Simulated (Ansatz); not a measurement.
Species: HO, SMILES `[OH]` (charge 0, multiplicity 2).

### Question
Give a relaxed geometry from PBE-D3(BJ)/def2-TZVP (Ansatz, a first-principles code).

### Answer
the end point of this relaxation (outside a Z-matrix the atoms follow the SMILES, hydrogens last).
Z-matrix (Å, degrees):
```
O
H 1 0.9858
```
